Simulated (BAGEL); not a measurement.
**PBE0/def2-SVPD (density fitting with qzvpp-jkfit) run of H2SO2 (SMILES O=[SH2]=O)**

What is the energy change on altering one bond length of H2SO2 at PBE0/def2-SVPD (density fitting with qzvpp-jkfit)? 

The results are computed with BAGEL 1.2.2.

7 further runs of the same task are left out: 4 that didn't finish, 3 set aside as unsound or not needed.

## 1. The molecule

The species is H2SO2 (5 atoms), meant as a singlet with charge 0. SMILES: `O=[SH2]=O`. The coordinates come from a GFN2-xTB relaxation.

Bond lengths: O1–S2 1.425 Å, S2–O3 1.425 Å, S2–H4 1.399 Å, S2–H5 1.399 Å. Angles: O1–S2–O3 121.4°, O1–S2–H4 107.9°, O1–S2–H5 107.9°, O3–S2–H4 107.9°, O3–S2–H5 107.9°, H4–S2–H5 102.1°.

## 2. A single-point energy at PBE0/def2-SVPD (density fitting with qzvpp-jkfit)

Input file calc.json:

```json
{ "bagel" : [

{
  "title" : "molecule",
  "basis" : "def2-svpd.json",
  "df_basis" : "qzvpp-jkfit",
  "angstrom" : true,
  "geometry" : [
    { "atom" : "O", "xyz" : [   -0.986390,    0.275820,    1.043450 ] },
    { "atom" : "S", "xyz" : [    0.013430,   -0.014140,    0.070290 ] },
    { "atom" : "O", "xyz" : [    1.269430,   -0.576280,    0.440760 ] },
    { "atom" : "H", "xyz" : [   -0.558620,   -0.842170,   -0.901330 ] },
    { "atom" : "H", "xyz" : [    0.262150,    1.156770,   -0.653170 ] }
  ]
},
{
  "title" : "ks",
  "xc_func" : "pbe0"
},
{
  "title" : "print",
  "file" : "orbitals.molden",
  "orbitals" : true
}

]}
```

The basis set def2-SVPD is read from a file made from the Basis Set Exchange's data (not shown).

Started as:

```bash
$ BAGEL_NUM_THREADS=1 BAGEL calc.json > calc.out
```

Output:

```text
* using 1 threads per process

  ===============================================================
  ===============================================================

  *** Geometry ***

  { "atom" : "O", "xyz" : [     -1.864007,      0.521224,      1.971835 ] },
  { "atom" : "S", "xyz" : [      0.025379,     -0.026721,      0.132829 ] },
  { "atom" : "O", "xyz" : [      2.398875,     -1.089011,      0.832916 ] },
  { "atom" : "H", "xyz" : [     -1.055639,     -1.591471,     -1.703267 ] },
  { "atom" : "H", "xyz" : [      0.495392,      2.185978,     -1.234312 ] },

  Number of auxiliary basis functions:      318

  Since a DF basis is specified, we compute 2- and 3-index integrals:
    o Being stored without compression. Storage requirement is 0.020 GB

  Number of basis functions:       89
  Number of electrons      :       34

    * METHOD: MOLECULE                             0.10

  *** Kohn-Sham DFT ***

    * Removing 7898 points whose weight is below 1.00e-10
    * Grid points: 66632

  === Nuclear Repulsion ===
   128.4534357219

       - DIIS with orbital gradients will be used.

  === KS iteration (pbe0 / def2-svpd.json) ===
      0       -529.09276452          0.12587607           0.22
      1       -516.68897675          0.16361921           0.22
      2       -536.32878772          0.12215943           0.22
      3       -545.80851437          0.09503179           0.22
      4       -548.69221834          0.03479059           0.22
      5       -549.18287086          0.01074304           0.22
      6       -549.20469490          0.00703300           0.21
      7       -549.22266714          0.00183327           0.22
      8       -549.22375913          0.00034174           0.22
      9       -549.22379724          0.00006984           0.21
     10       -549.22379877          0.00002595           0.22
     11       -549.22379902          0.00000357           0.21
     12       -549.22379902          0.00000045           0.21
     13       -549.22379902          0.00000007           0.21
     14       -549.22379902          0.00000006           0.21
     15       -549.22379902          0.00000002           0.21
     16       -549.22379902          0.00000000           0.21
    * SCF iteration converged.

    * Permanent dipole moment:
           (    0.246805,    -0.262301,     1.294518) a.u.

    * METHOD: KS                                   3.96

    * METHOD: PRINT                                0.02

  ===============================================================
```

It took 4.2 s on 1 thread of Arm Neoverse V1, shared host; peak memory 0.29 GiB.

## 3. The distorted shape

Input file dft.json:

```json
{ "bagel": [

{
  "title": "molecule",
  "basis": "def2-svpd.json",
  "df_basis": "qzvpp-jkfit",
  "angstrom": true,
  "geometry": [
    { "atom": "O", "xyz": [      -1.486321,       0.420806,       1.530051 ] },
    { "atom": "S", "xyz": [       0.013430,      -0.014140,       0.070290 ] },
    { "atom": "O", "xyz": [       1.269430,      -0.576280,       0.440760 ] },
    { "atom": "H", "xyz": [      -0.558620,      -0.842170,      -0.901330 ] },
    { "atom": "H", "xyz": [       0.262150,       1.156770,      -0.653170 ] }
  ]
},

{ "title": "ks", "xc_func": "pbe0" },

{ "title": "print", "file": "orbitals.molden", "orbitals": true }

]}
```

The basis set def2-SVPD is read from a file made from the Basis Set Exchange's data (not shown).

Started as:

```bash
$ BAGEL_NUM_THREADS=1 BAGEL dft.json > dft.out
```

Output:

```text
* using 1 threads per process

  ===============================================================
  ===============================================================

  *** Geometry ***

  { "atom" : "O", "xyz" : [     -2.808740,      0.795208,      2.891377 ] },
  { "atom" : "S", "xyz" : [      0.025379,     -0.026721,      0.132829 ] },
  { "atom" : "O", "xyz" : [      2.398875,     -1.089011,      0.832916 ] },
  { "atom" : "H", "xyz" : [     -1.055639,     -1.591471,     -1.703267 ] },
  { "atom" : "H", "xyz" : [      0.495392,      2.185978,     -1.234312 ] },

  Number of auxiliary basis functions:      318

  Since a DF basis is specified, we compute 2- and 3-index integrals:
    o Being stored without compression. Storage requirement is 0.020 GB

  Number of basis functions:       89
  Number of electrons      :       34

    * METHOD: MOLECULE                             0.10

  *** Kohn-Sham DFT ***

    * Removing 7045 points whose weight is below 1.00e-10
    * Grid points: 67485

  === Nuclear Repulsion ===
   109.0352665521

       - DIIS with orbital gradients will be used.

  === KS iteration (pbe0 / def2-svpd.json) ===
      0       -519.33002503          0.12581108           0.20
      1       -488.06497845          0.15251707           0.20
      2       -510.23178339          0.17493017           0.19
      3       -531.37885790          0.09114754           0.20
      4       -544.07139045          0.09036959           0.20
      5       -547.13168913          0.06413748           0.19
      6       -548.36772628          0.03791108           0.20
      7       -547.95516969          0.04545672           0.20
      8       -548.17297635          0.04019813           0.20
      9       -541.95551409          0.07606128           0.20
     10       -548.53223972          0.03138661           0.20
     11       -548.87993073          0.02020543           0.20
     12       -548.82945270          0.02285663           0.20
     13       -548.69869345          0.02757322           0.20
     14       -548.71828683          0.02684155           0.20
     15       -549.05188270          0.00816724           0.20
     16       -549.07902731          0.00098922           0.20
     17       -549.07941373          0.00053174           0.20
     18       -549.07952408          0.00007252           0.20
     19       -549.07952761          0.00003756           0.20
     20       -549.07952804          0.00002266           0.20
     21       -549.07952771          0.00003558           0.20
     22       -549.07952827          0.00000287           0.20
     23       -549.07952827          0.00000047           0.20
     24       -549.07952827          0.00000028           0.20
     25       -549.07952827          0.00000013           0.20
     26       -549.07952827          0.00000013           0.20
     27       -549.07952827          0.00000010           0.20
     28       -549.07952827          0.00000005           0.20
     29       -549.07952827          0.00000002           0.20
     30       -549.07952827          0.00000000           0.20
    * SCF iteration converged.

    * Permanent dipole moment:
           (   -0.405536,    -0.071141,     1.914372) a.u.

    * METHOD: KS                                   6.41

    * METHOD: PRINT                                0.02

  ===============================================================
```

Run time: 6.9 s. Hardware: 1 thread of Arm Neoverse V1, shared host; peak memory 0.29 GiB.

## 4. Outcome

Level: PBE0/def2-SVPD (density fitting with qzvpp-jkfit).

```
                                                         quantity          value
                                        first shape: total energy  -549.22380 Eh
                                       first shape: dipole moment         3.42 D
                                         first shape: HOMO energy       -9.35 eV
                                         first shape: LUMO energy       -0.85 eV
                                       first shape: HOMO–LUMO gap        8.49 eV
                                    distorted shape: total energy  -549.07953 Eh
                                   distorted shape: dipole moment         4.98 D
                                     distorted shape: HOMO energy       -7.81 eV
                                     distorted shape: LUMO energy       -3.58 eV
                                   distorted shape: HOMO–LUMO gap        4.23 eV
energy change with the O1–S2 bond stretched from 1.425 to 2.138 Å       3.926 eV
```

What this shows: With the O1–S2 bond stretched from 1.425 to 2.138 Å the energy rises by 3.93 eV (379 kJ/mol). The first shape isn't relaxed at this level, so the change isn't measured from a minimum.
